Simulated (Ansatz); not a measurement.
We consider rock-salt NaI, described by G0W0@HSE06 (plane waves, hard PAW, contour deformation; Ansatz, an electronic-structure program).

The cell has the measured lattice parameters. Conventional cell: a = 6.4728 Å, b = 6.4728 Å, c = 6.4728 Å, α = 90.00°, β = 90.00°, γ = 90.00°.

The quasiparticle gap at Γ at a fixed k mesh 4×4×4:

| response cutoff | value (eV) |
|---|---|
| 150 eV, 520 empty bands | 6.125 |
| 200 eV, 800 empty bands | 6.141 |
| 250 eV, 1118 empty bands | 6.149 |
| 300 eV, 1470 empty bands | 6.154 |

Question: Taking the value to converge with the response cutoff E as E^(−3/2), extrapolate from the last two rows.

Answer: With y = y∞ + c/w and weights w = 3953 and 5196 for the last two rows, y∞ = (w2 y2 − w1 y1)/(w2 − w1) = (5196 × 6.154 − 3953 × 6.149)/1243 = 6.170 eV, which lies 0.016 beyond the last row. Successive pairs of rows give 6.171, 6.169, 6.170. The limit also hangs on the law assumed, so its last digits aren't firm.

The other settings are not extrapolated, so this is the limit in one setting alone.

Spin–orbit coupling is not included; with these elements it can move the gap by several tenths of an eV or more.

Note: GW on a hybrid start was not checked against another program.
